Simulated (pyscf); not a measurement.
H₂Si=Se + H₂ → H₂Se + SiH₂ [singlet] (concerted two-bond exchange; singlet surface; Se–Si, H–H broken, H–Se, H–Se formed). Optimised with ωB97X-D3(BJ)/def2-SVP in PySCF. Energies in kJ/mol from the separated reactants.

```tsv
level	barrier	reaction energy
ωB97X-D3(BJ)/def2-TZVP	258.5	+191.3
PBE/def2-TZVP	211.1	+183.2
PBE0-D3(BJ)/def2-TZVP	228.8	+182.4
M06-2X/def2-TZVP	[?]	[?]
ωB97M-D3(BJ)/def2-TZVP	[?]	+162.3
HF/def2-TZVP	319.0	+149.1
```

Q: Some entries are withheld; supply them.

A: 
- M06-2X/def2-TZVP, barrier: 258.7
- M06-2X/def2-TZVP, reaction energy: +181.4
- ωB97M-D3(BJ)/def2-TZVP, barrier: 249.6

The functionals in the table span 47.5 kJ/mol in this barrier, from PBE to M06-2X. On the product side the descent ends in an adduct with a Se–Si contact, 97.0 kJ/mol under the separated species and 164.2 kJ/mol under the saddle at ωB97X-D3(BJ)/def2-TZVP. What is counted as broken (Se–Si) persists as a longer contact in the product adduct; parting that adduct is a step of its own. The same reactants have a lower exit, to H₃Si–SeH (barrier +89.8 kJ/mol at ωB97M-D3(BJ)/def2-TZVP, against +249.6 kJ/mol here). One saddle was located; it need not be the lowest between these sides. Elements up to Kr have no core potential and no relativistic terms here.
